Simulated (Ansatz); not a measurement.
Two shapes of singlet C4H4S.

Shape 1:

```xyz
9

S     0.0139    0.0358    1.2221
C    -0.0428    1.2141   -0.0114
C    -0.0292   -1.2433   -0.0505
C     0.0189    0.7335   -1.2301
C    -0.0004   -0.6701   -1.3001
H     0.0395    2.2805    0.2222
H     0.0233   -2.3190    0.1657
H    -0.0264    1.3481   -2.1539
H     0.0394   -1.2966   -2.2041
```

Shape 2:

```xyz
9

S     0.0000    0.0000    1.1900
C     0.0000    1.2400   -0.0100
C     0.0000   -1.2400   -0.0100
C     0.0000    0.7100   -1.2700
C     0.0000   -0.7100   -1.2700
H     0.0000    2.3079    0.2085
H     0.0000   -2.3079    0.2085
H     0.0000    1.3131   -2.1780
H     0.0000   -1.3131   -2.1780
```

Basis set: cc-pVDZ (spherical functions). Left uncorrelated: 9 orbitals. Charge 0, multiplicity 1.

Computed with Ansatz (development build ahead of 0.2.0); each method stands on the lowest determinant of its kind that the runs found.

(1) Which shape is lower in energy, and by how much in each method?

## Answers

(1)

```
 method  E(2) − E(1) (eV)
    RHF            -0.239
RHF-MP2            -0.275
```

Shape 2 is lower.
